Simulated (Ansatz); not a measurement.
**Insertion of a multiple bond into an element–hydrogen or element–carbon bond (the π bond opens)**

Start structure (CH$_{7}$NSi, singlet), relaxed at PBE0-D4/def2-TZVP:

Si1  (-0.104, -1.640, -0.785)
H2  (0.672, -0.524, -1.380)
H3  (0.049, -2.813, -1.697)
H4  (0.437, -2.029, 0.539)
H5  (-1.548, -1.315, -0.708)
N6  (-0.293, 0.834, 0.937)
C7  (0.330, 1.862, 0.558)
H8  (-0.790, 0.995, 1.812)
H9  (0.903, 1.814, -0.371)
H10  (0.343, 2.816, 1.095)
(Å)

The step: CH₃N ([CH2][NH]) + SiH₄ → CH₇NSi ([CH3][NH][SiH3]); bonds formed: Si1–N6, H2–C7; bonds broken: Si1–H2. Program: Ansatz 0.2.0. Basis: def2-TZVPP and def2-QZVPP. Cores are frozen in the correlated methods. Extrapolation: Hartree–Fock as exp(−7.88 √X), correlation as X^−2.97. Energies below are by CCSD(T) at an estimated basis limit (MP2 extrapolated from triple and quadruple zeta, plus CCSD(T) − MP2 in triple zeta).

(1) What are the electronic barrier and the energy of the step, from the start structure to the end structure? (An estimate is asked for; the value comes from the calculation.)

No T1 diagnostic of these runs exceeds 0.024.

## Answers

(1) The calculation gives: Barrier 207.6 kJ/mol; step energy -154.1 kJ/mol (downhill); reverse barrier, their difference, 361.7 kJ/mol. Barrier and step energy count from the start structure, the reverse barrier from the end structure.

The saddle point: One imaginary mode of 906i cm⁻¹.
```
  pair  start (Å)  saddle (Å)  end (Å)
Si1–N6       3.02        1.83     1.72
 H2–C7       3.09        1.99     1.10
Si1–H2       1.48        1.76     3.28
```

Zero-point energy (harmonic, PBE0-D4): ZPE is 192.0 kJ/mol at the start and 190.6 kJ/mol at the saddle, so the barrier goes from 207.6 to 206.2 kJ/mol.

Labels in which every atom is bracketed show which atoms are joined, not bond orders.

For scale, one of the runs: CCSD(T)/def2-TZVPP, 202 basis functions, launched by `ansatz run in.yaml --threads 2 --pin off --events-out ev --progress --plain --max-ram 4352MiB`. Hardware: 2 CPU threads of an Arm Neoverse V2, shared host. Wall time 51 s; peak host memory 2.5 GiB.
